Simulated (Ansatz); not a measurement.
# CH₄ (singlet): the correlation ladder, cc-pVTZ

One table from this session's results is given with a row withheld; the runs are named, their logs left out.

Program: Ansatz 0.2.0, Gaussian basis. Level of theory: cc-pVTZ, core rule «outside noble gas», up to 1 orbitals frozen. These are calculated values, not measurements.

To be run: UHF; CCSD(T) on RHF; CCSDT(Q) on RHF; CCSDTQ on RHF.

## The geometry

The geometry is an MP2(full)/6-31G* stationary point (not a proven minimum).

5 atoms, charge 0, spin multiplicity 1.

Atoms are counted from 1 here; the program's logs count them from 0.

Bond lengths: C1–H2 1.090 Å, C1–H3 1.090 Å, C1–H4 1.090 Å, C1–H5 1.090 Å. Angles: H2–C1–H3 109.5°, H2–C1–H4 109.5°, H2–C1–H5 109.5°, H3–C1–H4 109.5°, H3–C1–H5 109.5°, H4–C1–H5 109.5°.

Set-up of the first run:

in.yaml

```yaml
crystal:
  periodic: [false, false, false]
  atoms:
    - {symbol: C, position_ang: [0.000000, 0.000000, 0.000000]}
    - {symbol: H, position_ang: [0.629118, 0.629118, 0.629118]}
    - {symbol: H, position_ang: [-0.629118, -0.629118, 0.629118]}
    - {symbol: H, position_ang: [0.629118, -0.629118, -0.629118]}
    - {symbol: H, position_ang: [-0.629118, 0.629118, -0.629118]}
basis:
  gaussian: {orbitals: cc-pVTZ}
magnetization: {spin_polarized: true, initial_magnetization: 0}
hamiltonian: {xc: hf}
output: {orbitals: {seedname: orbitals}}
```

Command:

```sh
$ ansatz run in.yaml --threads 1 --pin off --events-out ev --progress --plain --max-ram 3793MiB --backend cpu
```

Among the steps run: UHF; CCSD(T) on RHF; CCSDT(Q) on RHF; CCSDTQ on RHF.

One table of the session follows, with a row left open; its other results are not shown here.

It belongs to the step «Misses and costs». 

```
   method  from RCCSDTQ (kJ/mol)
      RHF                 +591.6
     RMP2                  +71.0
    RCCSD                  +17.9
 RCCSD(T)                   +1.4
   RCCSDT                      ?
RCCSDT(Q)                    0.0
  RCCSDTQ                      0
```

Estimate the missing values for RCCSDT.

**Answer.** from RCCSDTQ (kJ/mol): +0.4. In the column «from RCCSDTQ (kJ/mol)» it lies between RCCSDTQ (0) and RCCSD(T) (+1.4).

With the free atoms at the same levels and basis (separate runs), the atomisation energy is 17.912 eV at RCCSDTQ, 17.908 eV at RCCSD(T), 14.218 eV at RHF.
